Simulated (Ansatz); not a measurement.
Ansatz (a quantum-chemistry and plane-wave program) input for C₃H₉N, SMILES CN(C)C (connectivity only; charge and spin as stated), charge +1, multiplicity 2, B3LYP-D3(BJ)/def2-SVP. 

Ansatz 0.2 input:
```yaml
crystal:
  periodic: [false, false, false]
  atoms:
    - {symbol: C, position_ang: [-0.35216991, 1.34011155, 0.25892725]}
    - {symbol: N, position_ang: [-0.01831053, -0.01583621, 0.05556862]}
    - {symbol: C, position_ang: [1.30440203, -0.45234157, 0.28273005]}
    - {symbol: C, position_ang: [-0.94963594, -0.88536959, -0.55069074]}
    - {symbol: H, position_ang: [-0.11924385, 1.94271757, -0.63324849]}
    - {symbol: H, position_ang: [0.22208779, 1.77002365, 1.08081505]}
    - {symbol: H, position_ang: [-1.41957238, 1.46128986, 0.44688601]}
    - {symbol: H, position_ang: [1.93580585, -0.27861735, -0.60304230]}
    - {symbol: H, position_ang: [1.33875585, -1.52344563, 0.48491199]}
    - {symbol: H, position_ang: [1.76670221, 0.09702649, 1.10410516]}
    - {symbol: H, position_ang: [-0.87169952, -0.84472617, -1.64875653]}
    - {symbol: H, position_ang: [-0.76662182, -1.92240254, -0.26575223]}
    - {symbol: H, position_ang: [-1.97361742, -0.60541482, -0.30069837]}
basis:
  gaussian:
    orbitals: def2-SVP
hamiltonian:
  xc: b3lyp
  dispersion: d3bj
total_charge: 1
magnetization: {spin_polarized: true, initial_magnetization: 1}
relax: {f_tol: 0.002, max_steps: 200}
```

Program output:

```
[...]
integrals: 0.06 GiB planned
1159 factors; integrals over basis functions are off by at most 3.5e-4 eV
mean field: 0.55 GiB planned
mean field -4736.60934180 eV, -174.0671827218 hartree, gradient 2.3e-5 eV, S^2 0.754401; 0 other end points of the search recorded, 0 dependent functions left out
the calculation of the forces begins
reference -4736.60959111 eV, -174.0671918842 hartree; 17, 16 occupied and 84, 85 virtual orbitals, 1159 factors
relax step  11: F+E_penalty+E_count = -4736.97768497 eV  Δ(F+E_penalty+E_count) = -9.509e-3 eV  max|allowed force component| = 1.831e-2 eV/Å  Δτ_max = 0.1014 Å  (28 SCF iters, accepted)
these checks for a lower state are left out or cut short: starts, cluster_reference, orbital_swaps, neighbouring_geometries, increment
integrals: 0.06 GiB planned
1159 factors; integrals over basis functions are off by at most 3.7e-4 eV
mean field: 0.55 GiB planned
mean field -4736.61437231 eV, -174.0673675899 hartree, gradient 2.1e-5 eV, S^2 0.754396; 0 other end points of the search recorded, 0 dependent functions left out
the calculation of the forces begins
reference -4736.61462302 eV, -174.0673768033 hartree; 17, 16 occupied and 84, 85 virtual orbitals, 1159 factors
relax step  12: F+E_penalty+E_count = -4736.98251262 eV  Δ(F+E_penalty+E_count) = -4.828e-3 eV  max|allowed force component| = 1.161e-1 eV/Å  Δτ_max = 0.1089 Å  (28 SCF iters, accepted)
these checks for a lower state are left out or cut short: starts, cluster_reference, orbital_swaps, neighbouring_geometries, increment
integrals: 0.06 GiB planned
1159 factors; integrals over basis functions are off by at most 3.7e-4 eV
mean field: 0.55 GiB planned
mean field -4736.61677838 eV, -174.0674560113 hartree, gradient 1.4e-5 eV, S^2 0.754403; 0 other end points of the search recorded, 0 dependent functions left out
the calculation of the forces begins
reference -4736.61702933 eV, -174.0674652336 hartree; 17, 16 occupied and 84, 85 virtual orbitals, 1159 factors
relax step  13: F+E_penalty+E_count = -4736.98475638 eV  Δ(F+E_penalty+E_count) = -2.244e-3 eV  max|allowed force component| = 1.409e-1 eV/Å  Δτ_max = 0.0472 Å  (29 SCF iters, accepted)
these checks for a lower state are left out or cut short: starts, cluster_reference, orbital_swaps, neighbouring_geometries, increment
integrals: 0.06 GiB planned
1159 factors; integrals over basis functions are off by at most 3.7e-4 eV
mean field: 0.55 GiB planned
mean field evaluation 96: about -4736.5892 eV, gradient 1.3e-2 eV
mean field -4736.61995546 eV, -174.0675727667 hartree, gradient 1.2e-5 eV, S^2 0.754371; 0 other end points of the search recorded, 0 dependent functions left out
the calculation of the forces begins
reference -4736.62020582 eV, -174.0675819675 hartree; 17, 16 occupied and 84, 85 virtual orbitals, 1159 factors
relax step  14: F+E_penalty+E_count = -4736.98817700 eV  Δ(F+E_penalty+E_count) = -3.421e-3 eV  max|allowed force component| = 4.608e-3 eV/Å  Δτ_max = 0.0370 Å  (30 SCF iters, accepted)
these checks for a lower state are left out or cut short: starts, cluster_reference, orbital_swaps, neighbouring_geometries, increment
integrals: 0.06 GiB planned
1159 factors; integrals over basis functions are off by at most 3.7e-4 eV
mean field: 0.55 GiB planned
mean field -4736.62056231 eV, -174.0675950680 hartree, gradient 1.2e-5 eV, S^2 0.754372; 0 other end points of the search recorded, 0 dependent functions left out
the calculation of the forces begins
reference -4736.62081270 eV, -174.0676042699 hartree; 17, 16 occupied and 84, 85 virtual orbitals, 1159 factors
relax step  15: F+E_penalty+E_count = -4736.98878705 eV  Δ(F+E_penalty+E_count) = -6.101e-4 eV  max|allowed force component| = 2.720e-2 eV/Å  Δτ_max = 0.0352 Å  (28 SCF iters, accepted)
these checks for a lower state are left out or cut short: starts, cluster_reference, orbital_swaps, neighbouring_geometries, increment
integrals: 0.06 GiB planned
1159 factors; integrals over basis functions are off by at most 3.8e-4 eV
mean field: 0.55 GiB planned
mean field -4736.62088120 eV, -174.0676067873 hartree, gradient 1.2e-5 eV, S^2 0.754371; 0 other end points of the search recorded, 0 dependent functions left out
the calculation of the forces begins
reference -4736.62113160 eV, -174.0676159890 hartree; 17, 16 occupied and 84, 85 virtual orbitals, 1159 factors
relax step  16: F+E_penalty+E_count = -4736.98910868 eV  Δ(F+E_penalty+E_count) = -3.216e-4 eV  max|allowed force component| = 2.618e-2 eV/Å  Δτ_max = 0.0281 Å  (30 SCF iters, accepted)
these checks for a lower state are left out or cut short: starts, cluster_reference, orbital_swaps, neighbouring_geometries, increment
integrals: 0.06 GiB planned
1159 factors; integrals over basis functions are off by at most 3.8e-4 eV
mean field: 0.55 GiB planned
mean field -4736.62097371 eV, -174.0676101867 hartree, gradient 1.4e-5 eV, S^2 0.754368; 0 other end points of the search recorded, 0 dependent functions left out
the calculation of the forces begins
reference -4736.62122404 eV, -174.0676193863 hartree; 17, 16 occupied and 84, 85 virtual orbitals, 1159 factors
relax step  17: F+E_penalty+E_count = -4736.98920570 eV  Δ(F+E_penalty+E_count) = -9.702e-5 eV  max|allowed force component| = 1.134e-2 eV/Å  Δτ_max = 0.0112 Å  (25 SCF iters, accepted)
these checks for a lower state are left out or cut short: starts, cluster_reference, orbital_swaps, neighbouring_geometries, increment
integrals: 0.06 GiB planned
1159 factors; integrals over basis functions are off by at most 3.8e-4 eV
mean field: 0.55 GiB planned
mean field -4736.62099554 eV, -174.0676109890 hartree, gradient 2.6e-5 eV, S^2 0.754368; 0 other end points of the search recorded, 0 dependent functions left out
the calculation of the forces begins
reference -4736.62124585 eV, -174.0676201878 hartree; 17, 16 occupied and 84, 85 virtual orbitals, 1159 factors
relax step  18: F+E_penalty+E_count = -4736.98921675 eV  Δ(F+E_penalty+E_count) = -1.106e-5 eV  max|allowed force component| = 2.274e-3 eV/Å  Δτ_max = 0.0053 Å  (23 SCF iters, accepted)
these checks for a lower state are left out or cut short: starts, cluster_reference, orbital_swaps, neighbouring_geometries, increment
integrals: 0.06 GiB planned
1159 factors; integrals over basis functions are off by at most 3.8e-4 eV
mean field: 0.55 GiB planned
mean field evaluation 128: about -4736.5896 eV, gradient 1.0e-1 eV
mean field -4736.62100254 eV, -174.0676112465 hartree, gradient 3.1e-5 eV, S^2 0.754368; 0 other end points of the search recorded, 0 dependent functions left out
the calculation of the forces begins
reference -4736.62125286 eV, -174.0676204452 hartree; 17, 16 occupied and 84, 85 virtual orbitals, 1159 factors
relax step  19: F+E_penalty+E_count = -4736.98921856 eV  Δ(F+E_penalty+E_count) = -1.810e-6 eV  max|allowed force component| = 9.808e-4 eV/Å  Δτ_max = 0.0024 Å  (21 SCF iters, accepted)
these checks for a lower state are left out or cut short: starts, cluster_reference, orbital_swaps, neighbouring_geometries, increment
integrals: 0.06 GiB planned
1159 factors; integrals over basis functions are off by at most 3.8e-4 eV
mean field: 0.55 GiB planned
mean field -4736.62100799 eV, -174.0676114465 hartree, gradient 7.8e-5 eV, S^2 0.754368; 0 other end points of the search recorded, 0 dependent functions left out
the calculation of the forces begins
reference -4736.62125830 eV, -174.0676206452 hartree; 17, 16 occupied and 84, 85 virtual orbitals, 1159 factors
relax step  20: F+E_penalty+E_count = -4736.98922077 eV  Δ(F+E_penalty+E_count) = -2.208e-6 eV  max|allowed force component| = 2.582e-3 eV/Å  Δτ_max = 0.0034 Å  (20 SCF iters, accepted)
these checks for a lower state are left out or cut short: starts, cluster_reference, orbital_swaps, neighbouring_geometries, increment
integrals: 0.06 GiB planned
1159 factors; integrals over basis functions are off by at most 3.7e-4 eV
mean field: 0.55 GiB planned
mean field -4736.62100912 eV, -174.0676114880 hartree, gradient 1.2e-5 eV, S^2 0.754368; 0 other end points of the search recorded, 0 dependent functions left out
the calculation of the forces begins
reference -4736.62125943 eV, -174.0676206867 hartree; 17, 16 occupied and 84, 85 virtual orbitals, 1159 factors
relax step  21: F+E_penalty+E_count = -4736.98922237 eV  Δ(F+E_penalty+E_count) = -1.599e-6 eV  max|allowed force component| = 2.095e-3 eV/Å  Δτ_max = 0.0035 Å  (23 SCF iters, accepted)
these checks for a lower state are left out or cut short: starts, cluster_reference, orbital_swaps, neighbouring_geometries, increment
integrals: 0.06 GiB planned
1159 factors; integrals over basis functions are off by at most 3.7e-4 eV
mean field: 0.55 GiB planned
mean field -4736.62100279 eV, -174.0676112556 hartree, gradient 7.0e-5 eV, S^2 0.754368; 0 other end points of the search recorded, 0 dependent functions left out
the calculation of the forces begins
reference -4736.62125310 eV, -174.0676204544 hartree; 17, 16 occupied and 84, 85 virtual orbitals, 1159 factors
relax step  22: F+E_penalty+E_count = -4736.98922023 eV  Δ(F+E_penalty+E_count) = +2.145e-6 eV  max|allowed force component| = 5.617e-3 eV/Å  Δτ_max = 0.0026 Å  (20 SCF iters, rejected (line search))
these checks for a lower state are left out or cut short: starts, cluster_reference, orbital_swaps, neighbouring_geometries, increment
integrals: 0.06 GiB planned
1159 factors; integrals over basis functions are off by at most 3.7e-4 eV
mean field: 0.55 GiB planned
mean field -4736.62100571 eV, -174.0676113627 hartree, gradient 1.5e-5 eV, S^2 0.754368; 0 other end points of the search recorded, 0 dependent functions left out
the calculation of the forces begins
reference -4736.62125602 eV, -174.0676205615 hartree; 17, 16 occupied and 84, 85 virtual orbitals, 1159 factors
relax step  23: F+E_penalty+E_count = -4736.98922264 eV  Δ(F+E_penalty+E_count) = -2.644e-7 eV  max|allowed force component| = 1.185e-3 eV/Å  Δτ_max = 0.0013 Å  (21 SCF iters, accepted)
integrals: 0.06 GiB planned
1159 factors; integrals over basis functions are off by at most 3.7e-4 eV
mean field: 0.55 GiB planned
mean field evaluation 160: about -4736.6210 eV, gradient 2.1e-2 eV
mean field -4736.62100571 eV, -174.0676113627 hartree, gradient 1.5e-5 eV, S^2 0.754368; 1 other end points of the search recorded, 0 dependent functions left out
the calculation of the forces begins
reference -4736.62125602 eV, -174.0676205615 hartree; 17, 16 occupied and 84, 85 virtual orbitals, 1159 factors
Total energy: -4736.98947295 eV, -174.0811522840 hartree
Atom 0 at    -0.347160     1.379101     0.249448 Å, force    -0.000371     0.000022    -0.001185 eV/Å
Atom 1 at     0.007481     0.006402    -0.022317 Å, force    -0.000196    -0.000128     0.000563 eV/Å
Atom 2 at     1.339295    -0.466698     0.271507 Å, force     0.000443     0.001014    -0.000435 eV/Å
Atom 3 at    -0.969783    -0.893240    -0.587526 Å, force     0.000750    -0.000353    -0.000617 eV/Å
Atom 4 at    -0.679997     1.860494    -0.688567 Å, force     0.000179    -0.000326     0.000682 eV/Å
Atom 5 at     0.503695     1.923810     0.674593 Å, force     0.000599     0.000411     0.000269 eV/Å
Atom 6 at    -1.203706     1.401152     0.948144 Å, force    -0.000236    -0.000068     0.000069 eV/Å
Atom 7 at     2.072535     0.141535    -0.289577 Å, force    -0.000442    -0.000461     0.000504 eV/Å
Atom 8 at     1.443088    -1.525457     0.007534 Å, force     0.000067    -0.000551    -0.000196 eV/Å
Atom 9 at     1.548276    -0.317916     1.346937 Å, force     0.000047     0.000102    -0.000043 eV/Å
Atom 10 at    -0.584216    -1.294116    -1.543050 Å, force    -0.000289     0.000150     0.000613 eV/Å
Atom 11 at    -1.108388    -1.752966     0.093658 Å, force     0.000069    -0.000108    -0.000038 eV/Å
Atom 12 at    -1.924237    -0.379086    -0.749029 Å, force    -0.000621     0.000296    -0.000187 eV/Å
Dipole moment:    -0.000018    -0.000028     0.000049 e Å
```

Self-consistency was reached.
